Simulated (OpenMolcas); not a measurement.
**P2H2 (phosphanylidenephosphane), step by step**

We compute the energy (UHF/STO-3G), then the energy (CASSCF(4,4)/STO-3G), then the energy (CASPT2(4,4)/STO-3G), then the energy (SC-NEVPT2(4,4)/STO-3G), then the energy (MRCI(4,4)/STO-3G) of P2H2 (phosphanylidenephosphane). 

The results are computed with OpenMolcas 26.06.

3 further runs of the same task are left out: 3 that didn't finish.

### Step 1. The system as given

P2H2: 4 atoms, total charge 0, spin state singlet. As SMILES, `P=P`. The P2–H4 distance was set to 3.508 Å, away from the relaxed value. At this shape a bond of the SMILES string is far longer than usual.

Bond lengths: P1–P2 2.016 Å, P1–H3 1.403 Å. Angles: P2–P1–H3 94.8°.

### Step 2. The energy at UHF/STO-3G (run 1)

Input file step1.inp:

```
>>> EXPORT MOLCAS_PRINT=2
&gateway
baslib = $CurrDir
coord
4
angstrom
P        1.568209      -1.099809       1.461061
P        1.616999       0.907361       1.284451
H        2.629839      -1.163749       2.376031
H       -1.037310       1.067660      -1.003410
basis = STO-3G
group = NoSym
&seward
&scf
uhf
scramble = 0.25
prorbitals = 1 1
```

The basis set STO-3G is read from a file made from the Basis Set Exchange's data (not shown).

Command:

```sh
export MOLCAS_MEM=1860
pymolcas step1.inp > step1.log
```

Log:

```text
--- Start Module: gateway ---
[...]
--- Stop Module: gateway /rc=_RC_ALL_IS_WELL_ ---
--- Start Module: seward ---
[...]
      Basis functions           20
--- Stop Module: seward /rc=_RC_ALL_IS_WELL_ ---
--- Start Module: scf ---
[...]
       Convergence after  39 Iterations
[...]
::    Total SCF energy                               -674.8032995707
[...]
      Total spin, S                                     0.8715354844
[...]
      Total electronic charge=   32.000000
      Total            charge=   -0.000000
[...]
      Dipole Moment (debye):
      Origin of the operator (angstrom)=    1.5675   -0.0947    1.3511
                   X=  2.6431E-01               Y=  2.0000E-01               Z=  2.0433E-01           Total=  3.8937E-01
      Quadrupole Moment (debye*angstrom):
[...]
--- Stop Module: scf /rc=_RC_ALL_IS_WELL_ ---
[...]
```

Wall time 2.3 s (1 thread of Arm Neoverse V1, shared host); peak memory 0.37 GiB.

### Step 3. A single-point energy at CASSCF(4,4)/STO-3G (run 2)

Input file step2.inp:

```
&GATEWAY
BasLib=$CurrDir
Coord
4
angstrom
P        1.568209      -1.099809       1.461061
P        1.616999       0.907361       1.284451
H        2.629839      -1.163749       2.376031
H       -1.037310       1.067660      -1.003410
Basis=STO-3G
Group=NoSym
&SEWARD
&RASSCF
FileOrb=$CurrDir/step1.UnaOrb
Spin=1
Nactel=4 0 0
Inactive=14
Ras2=4
OrbListing=Nothing
OrbAppear=Compact
```

The basis set STO-3G is read from a file made from the Basis Set Exchange's data (not shown).

Command:

```sh
export MOLCAS_MEM=1860
pymolcas step2.inp > step2.log
```

Log:

```text
--- Start Module: gateway ---
[...]
--- Stop Module: gateway /rc=_RC_ALL_IS_WELL_ ---
--- Start Module: seward ---
[...]
      Basis functions           20
--- Stop Module: seward /rc=_RC_ALL_IS_WELL_ ---
--- Start Module: rasscf ---
[...]
      Number of active orbitals                  4
[...]
      Spin quantum number                      0.0
[...]
      Active orbitals                            4
[...]
      Number of CSFs                            20
[...]
      Number of root(s) required                 1
[...]
      Convergence after 10 iterations
[...]
      printout of CI-coefficients larger than  0.05 for root  1
      energy=    -674.845688
      conf/sym  1111     Coeff  Weight
             1  2200  -0.67851 0.46038
             6  2020   0.61686 0.38052
            10  udud   0.17604 0.03099
            14  0202   0.25444 0.06474
            15  uudd  -0.09655 0.00932
            20  0022  -0.23248 0.05405
      Natural orbitals and occupation numbers for root  1
      sym 1:   1.722103   1.090555   0.909446   0.277896
      ************************************************************************************************************************
      *                                                    Final results                                                     *
[...]
::    RASSCF root number  1 Total energy:   -674.84568843
[...]
      Total electronic charge=   32.000000
      Total            charge=   -0.000000
[...]
      Dipole Moment (debye):
      Origin of the operator (angstrom)=    1.5675   -0.0947    1.3511
                   X=  2.6760E-01               Y=  2.0704E-01               Z=  2.0637E-01           Total=  3.9631E-01
      Quadrupole Moment (debye*angstrom):
[...]
--- Stop Module: rasscf /rc=_RC_ALL_IS_WELL_ ---
[...]
```

Run time: 1.7 s. Hardware: 1 thread of Arm Neoverse V1, shared host; peak memory 0.37 GiB.

### Step 4. A single-point energy at CASPT2(4,4)/STO-3G (run 3)

Input file step3.input:

```
* H2P2 CASPT2

&GATEWAY
  BasLib
  $CurrDir
  Coord
  4
  angstrom
  P        1.568209      -1.099809       1.461061
  P        1.616999       0.907361       1.284451
  H        2.629839      -1.163749       2.376031
  H       -1.037310       1.067660      -1.003410
  Basis
  STO-3G
  Group
  NoSym

&SEWARD

&RASSCF
  FileOrb
  $CurrDir/step2.RasOrb
  Spin
  1
  Nactel
  4 0 0
  Inactive
  14
  Ras2
  4
  OrbListing
  Nothing
  OrbAppear
  Compact

&CASPT2
  Imaginary
  0.1
  Frozen
  10
```

The basis set STO-3G is read from a file made from the Basis Set Exchange's data (not shown).

Command:

```sh
export MOLCAS_MEM=1860
pymolcas step3.input > step3.log
```

Log:

```text
--- Start Module: gateway ---
[...]
--- Stop Module: gateway /rc=_RC_ALL_IS_WELL_ ---
[...]
      Basis functions           20
[...]
--- Start Module: rasscf ---
[...]
      Number of active orbitals                  4
[...]
      Spin quantum number                      0.0
[...]
      Active orbitals                            4
[...]
      Number of CSFs                            20
[...]
      Number of root(s) required                 1
[...]
      Convergence after  4 iterations
[...]
      printout of CI-coefficients larger than  0.05 for root  1
      energy=    -674.845688
      conf/sym  1111     Coeff  Weight
             1  2200  -0.67851 0.46038
             6  2020   0.61686 0.38052
            10  udud   0.17604 0.03099
            14  0202   0.25444 0.06474
            15  uudd  -0.09655 0.00932
            20  0022  -0.23248 0.05405
      Natural orbitals and occupation numbers for root  1
      sym 1:   1.722103   1.090554   0.909447   0.277896
      ************************************************************************************************************************
      *                                                    Final results                                                     *
[...]
::    RASSCF root number  1 Total energy:   -674.84568843
[...]
      Total electronic charge=   32.000000
      Total            charge=   -0.000000
[...]
      Dipole Moment (debye):
      Origin of the operator (angstrom)=    1.5675   -0.0947    1.3511
                   X=  2.6760E-01               Y=  2.0704E-01               Z=  2.0637E-01           Total=  3.9632E-01
      Quadrupole Moment (debye*angstrom):
[...]
--- Stop Module: rasscf /rc=_RC_ALL_IS_WELL_ ---
--- Start Module: caspt2 ---
[...]
 ###    WARNING: User changed nr of frozen orbitals.                         ###
 ###############################################################################
[...]
      E2 (Variational):          -0.0442318684
      Total energy:            -674.8899202969
[...]
      Reference weight:           0.97095
[...]
::    CASPT2 Root  1     Total energy:   -674.88992030
[...]
--- Stop Module: caspt2 /rc=_RC_ALL_IS_WELL_ ---
[...]
```

Wall time 1.7 s (1 thread of Arm Neoverse V1, shared host); peak memory 0.37 GiB.

### Step 5. A single-point energy at SC-NEVPT2(4,4)/STO-3G (run 4)

Input file step4.inp:

```
&GATEWAY
BasLib
$CurrDir
Coord
4
angstrom
P        1.568209      -1.099809       1.461061
P        1.616999       0.907361       1.284451
H        2.629839      -1.163749       2.376031
H       -1.037310       1.067660      -1.003410
Basis
STO-3G
Group
NoSym
&SEWARD
&RASSCF
FileOrb
$CurrDir/step2.RasOrb
Spin
1
Nactel
4 0 0
Inactive
14
Ras2
4
OrbListing
Nothing
OrbAppear
Compact
&CASPT2
SC-NEVPT2
Frozen
10
```

The basis set STO-3G is read from a file made from the Basis Set Exchange's data (not shown).

Command:

```sh
export MOLCAS_MEM=1860
pymolcas step4.inp > step4.log
```

Log:

```text
--- Start Module: gateway ---
[...]
--- Stop Module: gateway /rc=_RC_ALL_IS_WELL_ ---
[...]
      Basis functions           20
[...]
--- Start Module: rasscf ---
[...]
      Number of active orbitals                  4
[...]
      Spin quantum number                      0.0
[...]
      Active orbitals                            4
[...]
      Number of CSFs                            20
[...]
      Number of root(s) required                 1
[...]
      Convergence after  4 iterations
[...]
      printout of CI-coefficients larger than  0.05 for root  1
      energy=    -674.845688
      conf/sym  1111     Coeff  Weight
             1  2200  -0.67851 0.46038
             6  2020   0.61686 0.38052
            10  udud   0.17604 0.03099
            14  0202   0.25444 0.06474
            15  uudd  -0.09655 0.00932
            20  0022  -0.23248 0.05405
      Natural orbitals and occupation numbers for root  1
      sym 1:   1.722103   1.090554   0.909447   0.277896
      ************************************************************************************************************************
      *                                                    Final results                                                     *
[...]
::    RASSCF root number  1 Total energy:   -674.84568843
[...]
      Total electronic charge=   32.000000
      Total            charge=   -0.000000
[...]
      Dipole Moment (debye):
      Origin of the operator (angstrom)=    1.5675   -0.0947    1.3511
                   X=  2.6760E-01               Y=  2.0704E-01               Z=  2.0637E-01           Total=  3.9632E-01
      Quadrupole Moment (debye*angstrom):
[...]
--- Stop Module: rasscf /rc=_RC_ALL_IS_WELL_ ---
--- Start Module: caspt2 ---
[...]
 ###    WARNING: User changed nr of frozen orbitals.                         ###
 ###############################################################################
[...]
      E2 (Variational):          -0.0433797957
[...]
      E2 (Variational):          -0.0432226336
      Total energy:            -674.8889110621
[...]
      Reference weight:           0.97234
[...]
::    SC-NEVPT2 Root  1     Total energy:   -674.88891106
[...]
--- Stop Module: caspt2 /rc=_RC_ALL_IS_WELL_ ---
[...]
```

It took 1.7 s on 1 thread of Arm Neoverse V1, shared host; peak memory 0.37 GiB.

### Step 6. A single-point energy at MRCI(4,4)/STO-3G (run 5)

Input file step5.inp:

```
* H2P2 MRCI

&GATEWAY
 BasLib=$CurrDir
 Coord
 4
 angstrom
 P        1.568209      -1.099809       1.461061
 P        1.616999       0.907361       1.284451
 H        2.629839      -1.163749       2.376031
 H       -1.037310       1.067660      -1.003410
 Basis=STO-3G
 Group=NoSym

&SEWARD

&RASSCF
 FileOrb=$CurrDir/step2.RasOrb
 Spin=1
 Nactel=4 0 0
 Inactive=14
 Ras2=4
 OrbListing=Nothing
 OrbAppear=Compact

&MOTRA
 LumOrb
 Frozen=10

&GUGA
 Electrons=12
 Spin=1
 Inactive=4
 Active=4
 CIAll=1

&MRCI
 SDCI
```

The basis set STO-3G is read from a file made from the Basis Set Exchange's data (not shown).

Command:

```sh
export MOLCAS_MEM=1860
pymolcas step5.inp > step5.log
```

Log:

```text
--- Start Module: gateway ---
[...]
--- Stop Module: gateway /rc=_RC_ALL_IS_WELL_ ---
[...]
      Basis functions           20
[...]
      Number of active orbitals                  4
[...]
      Spin quantum number                      0.0
[...]
      Active orbitals                            4
[...]
      Number of CSFs                            20
[...]
      Number of root(s) required                 1
[...]
      Convergence after  4 iterations
[...]
      printout of CI-coefficients larger than  0.05 for root  1
      energy=    -674.845688
      conf/sym  1111     Coeff  Weight
             1  2200  -0.67851 0.46038
             6  2020   0.61686 0.38052
            10  udud   0.17604 0.03099
            14  0202   0.25444 0.06474
            15  uudd  -0.09655 0.00932
            20  0022  -0.23248 0.05405
      Natural orbitals and occupation numbers for root  1
      sym 1:   1.722103   1.090554   0.909447   0.277896
      ************************************************************************************************************************
      *                                                    Final results                                                     *
[...]
::    RASSCF root number  1 Total energy:   -674.84568843
[...]
      Dipole Moment (debye):
      Origin of the operator (angstrom)=    1.5675   -0.0947    1.3511
                   X=  2.6760E-01               Y=  2.0704E-01               Z=  2.0637E-01           Total=  3.9632E-01
      Quadrupole Moment (debye*angstrom):
[...]
      *** WARNING: Default frozen orbitals is overwritten by user input.
      *** Default values:  10
[...]
--- Start Module: guga ---
[...]
--- Stop Module: guga /rc=_RC_ALL_IS_WELL_ ---
--- Start Module: mrci ---
[...]
       (But an ACPF correction will be computed)
       USE THE DEFAULT ACPF G-VALUE GFAC=  0.16666666666666666
[...]
                      CI ENERGY:  -674.90417302
[...]
                ACPF CORRECTION:    -0.00276310
[...]
      Total electronic charge=   32.000000
      Total            charge=   -0.000000
[...]
     ACPF CORRECTION:     -0.00276310
[...]
  CI State   1     Total energy:   -674.90417302     QDav:     -0.00334734     QACPF:     -0.00276310
[...]
--- Stop Module: mrci /rc=_RC_ALL_IS_WELL_ ---
[...]
```

Wall time 2.1 s (1 thread of Arm Neoverse V1, shared host); peak memory 0.37 GiB.

### Step 7. Summary of results

| quantity | value |
| --- | --- |
| run 1, UHF/STO-3G: total energy | -674.80330 Eh |
| run 1, UHF/STO-3G: dipole moment | 0.39 D |
| run 1, UHF/STO-3G: HOMO energy | -5.71 eV |
| run 1, UHF/STO-3G: LUMO energy | 6.80 eV |
| run 1, UHF/STO-3G: HOMO–LUMO gap | 12.51 eV |
| run 1, UHF/STO-3G: ⟨S²⟩ | 1.631 |
| run 2, CASSCF(4,4)/STO-3G: total energy | -674.84569 Eh |
| run 2, CASSCF(4,4)/STO-3G: dipole moment (CASSCF density) | 0.40 D |
| run 3, CASPT2(4,4)/STO-3G: total energy | -674.88992 Eh |
| run 3, CASPT2(4,4)/STO-3G: dipole moment (CASSCF density) | 0.40 D |
| run 4, SC-NEVPT2(4,4)/STO-3G: total energy | -674.88891 Eh |
| run 4, SC-NEVPT2(4,4)/STO-3G: dipole moment (CASSCF density) | 0.40 D |
| run 5, MRCI(4,4)/STO-3G: total energy | -674.90417 Eh |
| run 5, MRCI(4,4)/STO-3G: dipole moment (CASSCF density) | 0.40 D |

⟨S²⟩ (run 1, UHF/STO-3G) is 1.63 where a pure singlet has 0.00: the reference is spin-contaminated. Mulliken charges (run 2, CASSCF(4,4)/STO-3G) run from -0.14 on H3 to +0.10 on P1. Mulliken charges (run 3, CASPT2(4,4)/STO-3G) of the CASSCF density run from -0.14 on H3 to +0.10 on P1. Mulliken charges (run 5, MRCI(4,4)/STO-3G) of the CASSCF density run from -0.14 on H3 to +0.10 on P1; they depend strongly on the basis.
